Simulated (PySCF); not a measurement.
PySCF single point, HF/STO-3G, density fitting, COSMO implicit carbon tetrachloride (electrostatics alone), on propane, C3H8 (SMILES CCC), charge 0, multiplicity 1.

```python
from pyscf import gto, scf, dft
mol = gto.M(atom='''
C     -1.260705    -0.431729     0.000263
C      0.000006     0.424032     0.000252
C      1.260709    -0.431733     0.000257
H     -2.150592     0.193675     0.001117
H     -1.288795    -1.067867    -0.881965
H     -1.287892    -1.069021     0.881692
H     -0.000001     1.068902     0.881965
H     -0.000015     1.069021    -0.881380
H      2.150592     0.193677     0.000796
H      1.288041    -1.068790     0.881845
H      1.288625    -1.068098    -0.881805
''', basis='STO-3G', charge=0, spin=0, verbose=3)
mf = scf.RHF(mol)
mf = mf.density_fit()
mf = mf.PCM()
mf.with_solvent.method = 'COSMO'
mf.with_solvent.eps = 2.238
mf.max_cycle = 100
e = mf.kernel()
print('converged', mf.converged)
print('E_total', e)
print('nao', mol.nao)
print('HOMO', mf.mo_energy[mf.mo_occ > 0].max())
mf.dip_moment()
```

It prints:

```

WARN: PCM is an experimental feature. It is still in testing.
Features and APIs may be changed in the future.

converged SCF energy = -116.886434975532
converged True
E_total -116.88643497553238
nao 23
HOMO -0.4365189201750753
Dipole moment(X, Y, Z, Debye):  0.00001,  0.02037,  0.00001
```

The total energy is -3180.64 eV, -0.01 eV from the same level's vacuum run.
